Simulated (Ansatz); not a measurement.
C4H6O2 can be A, `C=CCC(=O)O`, or B, `C=COC(C)=O`.

Computed with Ansatz on PBE0-D4/def2-TZVP structures; ΔE is electronic, products minus reactants. CBS: MP2 limit from def2 TZ/QZ plus the TZ coupled-cluster correction, frozen cores. Functionals use def2-TZVPP. B3LYP here is the variant with VWN-RPA as its local correlation; programs differ in this. One conformer a species, not always the lowest.

Question: Which isomer does CCSD(T)/CBS put lower? Give the gap. (Estimate.)

Answer: Ansatz gave: A, by 7.6 kcal/mol.

Question: Give E(B) − E(A) in kcal/mol with HF/def2-TZVPP, B3LYP, LDA (SPW92), CCSD(T)/def2-TZVPP, B3LYP-D4, CCSD/def2-TZVPP, B2PLYP. (Best estimate.)

Answer: The calculation gave: HF/def2-TZVPP 6.4, B3LYP 5.0, LDA (SPW92) 5.0, CCSD(T)/def2-TZVPP 7.3, B3LYP-D4 5.4, CCSD/def2-TZVPP 7.6, B2PLYP 6.1. None reverses the order clearly.

Question: Does the order hold for the free energy at 298.15 K (harmonic terms from PBE0-D4)? (An estimate is asked.)

Answer: Computed: Yes: G(B) − G(A) = +6.8 kcal/mol, for one conformer each. Modes under 60 cm⁻¹, often nearly free rotors, make the harmonic entropy too high.

Largest T1 diagnostic: 0.014.

From BLYP to BHLYP (50 % exact exchange), in def2-TZVPP and without D4, E(B) − E(A) moves by +1.8 kcal/mol. In def2-TZVPP, CCSD(T) changes the Hartree–Fock value by +1.0 kcal/mol (the triples alone add −0.2 kcal/mol) and MP2 by +1.8 kcal/mol.
